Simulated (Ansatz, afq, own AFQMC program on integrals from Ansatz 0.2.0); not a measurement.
Integrals from Ansatz 0.2.0, then the random walk in our own AFQMC program (afq).

```yaml
crystal:
  periodic: [false, false, false]
  atoms:
    - {symbol: Al, position_ang: [0.000000, 0.000000, 0.704959]}
    - {symbol: C, position_ang: [0.000000, 0.000000, -1.265754]}
    - {symbol: H, position_ang: [0.000000, -0.896128, -1.894102]}
    - {symbol: H, position_ang: [0.000000, 0.896128, -1.894102]}
basis:
  gaussian: {orbitals: cc-pVDZ}
magnetization: {spin_polarized: true, initial_magnetization: 1}
correlation: {method: ccsd_t, electrons: outside_noble_gas, hamiltonian_folder: ham}
```

```sh
$ ansatz run in.yaml --threads 1 --pin off --events-out ev --progress --plain --max-ram 1382MiB
```

Options of the walk:

```
--method phaseless --trial cisd --walkers 60 --populations 1 --least-time 40 --time-step 0.005 --steps-per-block 50 --equilibration-blocks 28 --max-blocks 300 --target-error 0.00036 --factor-cut 1e-05 --start spin_pure --seed 9565 --release-times 0.24,0.51,0.99,1.62,2.4 --release-step 0.03 --release-every 4 --taylor-order 6
```

Times are imaginary, in 1/Eh. The walk had a cap of 1011 s.

afq prints:

```
orbitals 36  electrons 5 4  factors 274 of 401
reference energy -280.88201931 Eh
CCSD correlation -0.19525817 Eh in 11 cycles, weight of the determinant in the CISD state 0.8781
energy of the start -281.077068 Eh
 block  time / (1/Eh)  mean weight  energy / Eh
     1     0.250  0.9999  -281.074787
     2     0.500  0.9997  -281.075560
     3     0.750  0.9975  -281.077204
     4     1.000  1.0003  -281.080295
     5     1.250  1.0008  -281.081958
    10     2.500  0.9983  -281.082078
    31     7.750  1.0000  -281.082118
    56    14.000  1.0002  -281.081493
    71    17.750  1.0017  -281.089929
    81    20.250  1.0005  -281.080733
   106    26.500  1.0000  -281.082496
   131    32.750  1.0020  -281.087006
   156    39.000  0.9996  -281.085726
   181    45.250  0.9990  -281.078681
   191    47.750  0.9975  -281.077701
   206    51.500  1.0011  -281.081915
   231    57.750  0.9996  -281.083808
   236    59.000  1.0008  -281.086319
blocks merged  error / Eh  count
     1  0.000233  210
     2  0.000281  105
     4  0.000335  52
     8  0.000340  26
    16  0.000321  13
released: time / (1/Eh)  energy / Eh  error  mean overlap
  0.24  -281.083031  0.000422  0.9983
  0.51  -281.082568  0.000324  1.0083
  0.99  -281.082356  0.000360  1.0283
  1.62  -281.082582  0.000376  1.0322
  2.40  -281.082398  0.000450  1.0299
energy -281.083099 +/- 0.000340 Eh
(rows thinned)
```

The run passed its tests (sampling time, drift between the halves within three errors, error under three times the target), which doesn't prove that it has relaxed.

Against this walk (error 9.3 meV) on the same determinant: CCSD(T) 25.9 meV higher, CCSDT(Q) 5.8 meV lower (within the noise). The error is statistical and leaves out the bias of the constraint. Released to 2.40 1/Eh the energy moves by 19 ± 15 meV (both errors), within twice the noise.

Cautions: constraint bias not in the error; the determinant is a saddle point among determinants of its kind.

The walk took 5.3 min on 1 thread of Intel(R) Xeon(R) Platinum 8259CL CPU @ 2.50GHz (Skylake/Cascade Lake), on a shared host. The log's last line is the phaseless energy.

CCSDT and higher add their correlation energy to the determinant of the CCSD(T) run, since their own runs factorise the integrals more tightly (a shift of under 2 meV). A walk keeps the symmetry of its determinant, which the program's search chose and which needn't be the lowest solution, so a lower state of the same spin and another symmetry isn't excluded.
